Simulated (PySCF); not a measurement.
**A search over the determinants of LiSi⁺**

Unrestricted PBE0; Li 3-21G, Si 3-21G; no relativity (PySCF 2.14). Outer shells of the fragments: Li+ closed shells only; Si 3s2 3p2.

Followed along the bond (rough minima from three points):

```csv
2Ms+1,unpaired,⟨S²⟩ at the start,R at minimum (Å),Te (eV)
3,"σ ↑, π ↑",2.00,2.85,0.00
1,"σ ↑, π ↓",1.00,2.89,0.33
1,none,0.00,2.81,0.47
3,π ↑↑,2.01,none in the scan,≤ 0.84
1,π ↑↓,1.00,none in the scan,≤ 1.21
```

Solutions found at the starting distance of 2.500 Å, counted from the lowest of them; the search is not exhaustive and high or unbound solutions are not listed, so other states can lie among these:

```tsv
2Ms+1	unpaired	term	E (eV)	⟨S²⟩	⟨Lz²⟩	μ (D)
3	σ ↑, π ↑	³Π	0.00	2.00	1.00	-6.62
1	σ ↑, π ↓	mixed	0.36	1.00	1.00	-6.69
1	none	¹Σ⁺	0.50	0.00	0.00	-6.52
3	π ↑↑	³Σ⁻	0.87	2.01	0.00	-6.79
1	π ↑↓	mixed	1.24	1.00	2.00	-6.72
1	none	mixed	2.16	0.00	2.00	-6.34
3	σ ↑↑	³Σ⁺	4.85	2.00	0.00	3.57
3	σ ↑↑, π ↑↓	mixed	6.31	3.00	2.00	-7.30
3	π ↑↑	mixed	6.50	2.00	2.00	3.46
3	σ ↑↑	mixed	7.22	2.01	2.00	-6.96
```

A term symbol is given only where ⟨S²⟩ and ⟨Lz²⟩ are close to those of a pure state; real π, δ and φ orbitals otherwise mix terms. A positive dipole points towards Si; it is taken about the centre of mass and depends on that origin.

3-21G is very small, so such numbers show the basis as much as the molecule.
